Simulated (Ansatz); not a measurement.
Li3H3⁺, relaxed as a doublet with UKS PBE0-D4/def2-TZVP in Ansatz, starting from the GFN1-xTB geometry. Force threshold 0.02 eV/Å.

In the doublet, H4 and H5 lie 0.99 Å apart (atoms count from 1), so these atoms are partly bonded to each other. Another isomer (doublet) lies 0.79 eV lower at PBE0-D4/def2-TZVP; other spin states weren't run for this one.

Start:

```tsv
atom	x (Å)	y (Å)	z (Å)
Li1	1.6248	0.1557	-1.0801
Li2	0.0622	-0.5814	0.7938
Li3	-1.7339	0.8519	-0.3007
H4	-0.0614	0.5016	-0.7168
H5	1.7094	-0.7917	0.2771
H6	-1.6010	-0.1362	1.0267
```

| step | energy (eV) | largest force component (eV/Å) | SCF passes |
| --- | --- | --- | --- |
| 1 | -653.5904 | 0.892 | 23 |
| 2 | -653.8916 | 0.248 | 27 |
| 3 | -653.9578 | 0.152 | 27 |
| 4 (rejected) | -653.9563 | 0.181 | 26 |
| 5 | -653.9796 | 0.023 | 24 |
| 6 | -653.9802 | 0.015 | 24 |
| 7 | -653.9821 | 0.052 | 24 |
| 8 | -653.9945 | 0.138 | 26 |
| 9 | -654.0628 | 0.300 | 30 |
| 10 | -654.1397 | 0.336 | 28 |
| 11 | -654.1948 | 0.399 | 26 |
| 12 | -654.2069 | 0.261 | 27 |
| 13 | -654.2252 | 0.132 | 26 |
| 14 | -654.2337 | 0.166 | 25 |
| 15 (rejected) | -654.2324 | 0.131 | 25 |
| 16 | -654.2411 | 0.021 | 25 |
| 17 | -654.2415 | 0.005 | 21 |

Force components are those of the run's own axes.

End:

```xyz
6

Li    2.0188    0.2066   -1.3521
Li   -0.1942   -1.0029    1.5462
Li   -1.6436    0.8187   -0.3223
H     0.4169    0.3682   -0.7478
H     0.8989   -0.2386   -0.1250
H    -1.4968   -0.1520    1.0010
```

Bonds lost: Li2–H5, Li3–H4 (atoms count from 1). Metal–metal contacts that move far: Li1–Li2 2.55 to 3.84 Å.

The force fell under the threshold at step 6, but the optimiser went on and released 0.261 eV more. No frequencies were taken in this run, so the end may be a saddle point.

It took 10 s on 4 threads of Arm Neoverse V1 on a shared host.
